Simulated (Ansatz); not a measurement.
# AlNH3+ (triplet): from Hartree-Fock to the top rungs, cc-pVDZ

An exercise on one series of results from a longer session: the logs are not shown, and one member is left open.

The runs use Ansatz 0.2.0, Gaussian basis; cc-pVDZ, core rule «outside noble gas», up to 6 orbitals frozen.

Plan: UHF; CCSD(T) on ROHF; CCSD(T) on UHF; BCCD(T) on ROHF; CISD; CCSDT(Q) on ROHF; CCSDT(Q) on UHF.

24 further runs of the same task are left out: 3 for a known fault of the program, 11 that didn't finish, 10 set aside as unsound or not needed.

**The system**

The geometry is a PBE0/def2-TZVP stationary point (not a proven minimum) of the parent state, kept for this charge and spin.

5 atoms, charge 1, spin multiplicity 3.

Atoms are counted from 1 here; the program's logs count them from 0.

Bond lengths: Al1–N2 1.774 Å, Al1–H3 1.604 Å, N2–H4 1.009 Å, N2–H5 1.007 Å. Angles: N2–Al1–H3 115.8°, Al1–N2–H4 124.4°, Al1–N2–H5 125.4°, H4–N2–H5 110.2°.

The first run:

Contents of in.yaml:

```yaml
crystal:
  periodic: [false, false, false]
  atoms:
    - {symbol: Al, position_ang: [0.000000, -0.104009, 0.648758]}
    - {symbol: N, position_ang: [0.000000, 0.087527, -1.114734]}
    - {symbol: H, position_ang: [0.000000, 1.256470, 1.498750]}
    - {symbol: H, position_ang: [0.000000, 0.977077, -1.591329]}
    - {symbol: H, position_ang: [0.000000, -0.665655, -1.783277]}
basis:
  gaussian: {orbitals: cc-pVDZ}
total_charge: 1
magnetization: {spin_polarized: true, initial_magnetization: 2}
hamiltonian: {xc: hf}
output: {orbitals: {seedname: orbitals}}
```

The run is started by

```sh
> ansatz run in.yaml --threads 1 --pin off --events-out ev --progress --plain --max-ram 2393MiB
```

Among the steps run: UHF; CCSD(T) on ROHF; CCSD(T) on UHF; BCCD(T) on ROHF; CISD; CCSDT(Q) on ROHF; CCSDT(Q) on UHF.

One of the session's tables, all rows but one given; the rest of the session is left out.

It belongs to the step «Misses and costs». 

| method | from UCCSDT(Q) (kcal/mol) |
| --- | --- |
| ROHF | +133.57 |
| UHF | +130.50 |
| RMP2 | +21.00 |
| UMP2 | +20.96 |
| CISD | +10.05 |
| RCCSD | +2.85 |
| UCCSD | +2.78 |
| RCCSD(T) | +0.57 |
| UCCSD(T) | +0.54 |
| BCCD(T) | +0.56 |
| RCCSDT | ? |
| UCCSDT | +0.15 |
| RCCSDT(Q) | +0.02 |
| UCCSDT(Q) | 0 |

Q: Estimate the row for RCCSDT from the others.

**Answer.** from UCCSDT(Q) (kcal/mol): +0.17. In the column «from UCCSDT(Q) (kcal/mol)» it lies between UCCSDT (+0.15) and UCCSD(T) (+0.54).

To keep in mind: Restricted and unrestricted rows rest on different reference determinants; where their highest levels disagree by more than a few hundredths of an eV, they describe different states and don't form one ladder.
